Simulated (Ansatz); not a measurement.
Species: C$_{2}$H$_{4}$, charge 1, doublet. C2H4+ (parent SMILES C=C, doublet).
B3LYP-D3(BJ)/def2-TZVP minimum from Ansatz (an electronic-structure program):
```
C
C 1 1.3877
H 2 1.0896 1 121.13
H 2 1.0896 3 117.74 1 -180.00
H 1 1.0896 2 121.13 3 -151.40
H 1 1.0896 5 117.74 2 180.00
```
Charge +1, spin multiplicity 2.

Total energies in cc-pVDZ, 11 correlated electrons, 2 frozen orbitals. Radicals and triplets start from unrestricted determinants; spin-orbit coupling is neglected. Correlated methods leave the cores frozen. No relativity.

```csv
method,program,energy (Eh),minus CCSDT(Q) (mEh)
HF,Ansatz,-77.71554,265.38
MP2,Ansatz,-77.93821,42.71
CCSD,Ansatz,-77.97334,7.57
CCSD(T),Ansatz,-77.97970,1.22
CCSDT(Q),Ansatz,-77.98092,0.00
```

Rough core times of Ansatz's runs on a shared machine: CCSD(T) under 20 s, CCSDT(Q) 30 s.
